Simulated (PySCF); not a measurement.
CH₄O, SMILES CO (connectivity only; charge and spin as stated), charge +1, multiplicity 2. Atoms are numbered in the order given.

```xyz
6

C     -0.0676    -0.6349     0.0000
O      0.1315     0.7051     0.0000
H      0.5763    -1.0473     0.8274
H      0.5763    -1.0473    -0.8274
H     -1.1007    -0.9733     0.0000
H     -0.6985     1.2366     0.0000
```
Charge +1, spin multiplicity 2.

The structure is a stationary point at ωB97X-D3(BJ)/def2-TZVP. The multiplicity is an assumed one; other spin states were not compared.

All values below come from TDA-PBE/def2-TZVPD run with PySCF.

Vertical excitations. The molecule is in vacuum.

**Question.** Estimate the UV-visible absorptions. (Estimate from the structure and the level; the computed values follow.)

**Answer.** 
| state | energy (eV) | λ (nm) | f | main pairs |
|---|---|---|---|---|
| root 1 | 2.22 | 558 | 0.002 | β HOMO→LUMO 100 % |
| root 2 | 5.21 | 238 | 0.003 | β HOMO−2→LUMO 99 % |
| root 3 | 5.86 | 211 | 0.140 | β HOMO−1→LUMO 93 % |
| root 4 | 7.04 | 176 | 0.006 | β HOMO−3→LUMO 99 % |
| root 5 | 9.07 | 137 | 0.000 | α HOMO→LUMO 99 % |
| root 6 | 9.56 | 130 | 0.000 | α HOMO−1→LUMO 37 %, β HOMO→LUMO+1 63 % |
| root 7 | 10.18 | 122 | 0.001 | α HOMO−1→LUMO 62 %, β HOMO→LUMO+1 36 % |
| root 8 | 10.62 | 117 | 0.038 | α HOMO→LUMO+1 98 % |
| root 9 | 11.19 | 111 | 0.007 | α HOMO→LUMO+3 40 %, β HOMO−4→LUMO 56 % |
| root 10 | 11.24 | 110 | 0.024 | α HOMO→LUMO+2 45 %, α HOMO−1→LUMO+1 16 %, β HOMO→LUMO+2 33 % |
Unrestricted roots are not spin-pure.
